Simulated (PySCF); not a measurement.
# U-wB97X-V/STO-6G run of BHSCl (SMILES S[B]Cl)

Aim: the energy change on altering one bond length of BHSCl at U-wB97X-V/STO-6G, from 2 runs. The job is set up through a Python script.

The calculation is run with PySCF 2.14.0.

9 further runs of the same task are left out: 9 set aside as unsound or not needed.

### 1 The molecule

BHSCl has 4 atoms, charge 0, and is taken as a doublet. As SMILES, `S[B]Cl`. The coordinates come from a PBE0-D4/def2-TZVP relaxation.

Bond lengths: S1–B2 1.766 Å, B2–Cl3 1.722 Å, S1–H4 1.344 Å. Angles: S1–B2–Cl3 124.8°, B2–S1–H4 96.3°.

### 2 A single-point energy at U-wB97X-V/STO-6G

The input, geometry.xyz:

```xyz
4
BClHS
S      0.566400    -0.789100     0.531400
B     -0.299600     0.475700    -0.345800
Cl    -2.014100     0.616000    -0.427300
H      1.802900    -0.362900     0.221400
```

The input, job.py:

```python
# S[B]Cl
from pyscf import gto, dft

molecule = gto.M(
    atom='geometry.xyz',
    max_memory=1860,
    verbose=3,
    basis='sto-6g',
    spin=1,
)

ks = dft.UKS(molecule, xc='wb97x-v')
ks.grids.level = 5
ks.conv_tol = 1e-10
ks.nlcgrids.level = 1
ks.kernel()
if not ks.converged:
    ks = ks.newton().run(ks.mo_coeff, ks.mo_occ)

e_tot = ks.e_tot
print(f'total energy: {e_tot:.8f} hartree')
```

Launch:

```bash
$ OMP_NUM_THREADS=1 python job.py
```

Log:

```text
WARN: HOMO -0.0717651367704209 >= LUMO -0.071765136770421

converged SCF energy = -880.674506512416  <S^2> = 0.7535217  2S+1 = 2.0035186
total energy: -880.67450651 hartree
```

It took 29 s on 1 thread of Arm Neoverse V1, shared host; peak memory 0.22 GiB.

### 3 The distorted shape at the same level

The input, job.py:

```python
from pyscf import gto, dft

mol = gto.M(
    atom='''
S      0.999415    -1.421522     0.970015
B     -0.299600     0.475700    -0.345800
Cl    -2.014100     0.616000    -0.427300
H      2.235915    -0.995322     0.660015
''',
    charge=0,
    max_memory=1860,
    verbose=3,
    basis='sto-6g',
    spin=1,
)

ks = dft.UKS(mol, xc='wb97x-v')
ks.nlcgrids.level = 1
ks.grids.level = 5
ks.conv_tol = 1e-10
ks.kernel()
if not ks.converged:
    ks = ks.newton().run(ks.mo_coeff, ks.mo_occ)

e_final = ks.e_tot
print('Final energy', e_final)
```

Launch:

```bash
$ OMP_NUM_THREADS=1 python job.py
```

Log:

```text
converged SCF energy = -880.532981400689  <S^2> = 0.85305869  2S+1 = 2.100532
Final energy -880.5329814006888
```

Wall time 35 s (1 thread of Arm Neoverse V1, shared host); peak memory 0.22 GiB.

### 4 Results

Level: U-wB97X-V/STO-6G.

| quantity | value |
| --- | --- |
| first shape: total energy | -880.67451 Eh |
| first shape: dipole moment | 2.41 D |
| first shape: HOMO energy (highest over α and β) | -5.96 eV |
| first shape: LUMO energy (lowest over α and β) | 3.97 eV |
| first shape: ⟨S²⟩ | 0.754 |
| distorted shape: total energy | -880.53298 Eh |
| distorted shape: dipole moment | 0.98 D |
| distorted shape: HOMO energy (highest over α and β) | -5.82 eV |
| distorted shape: LUMO energy (lowest over α and β) | 2.16 eV |
| distorted shape: ⟨S²⟩ | 0.853 |
| energy change with the S1–B2 bond stretched from 1.766 to 2.649 Å | 3.851 eV |

With the S1–B2 bond stretched from 1.766 to 2.649 Å the energy rises by 3.85 eV (89 kcal/mol). The first shape isn't relaxed at this level, so the change isn't measured from a minimum. The minimal basis adds a large error of its own. Mulliken charges (first shape) run from -0.19 on Cl3 to +0.12 on S1; they depend strongly on the basis. ⟨S²⟩ (distorted shape) is 0.85 where a pure doublet has 0.75: the reference is spin-contaminated. Mulliken charges (distorted shape) run from -0.16 on Cl3 to +0.18 on B2.
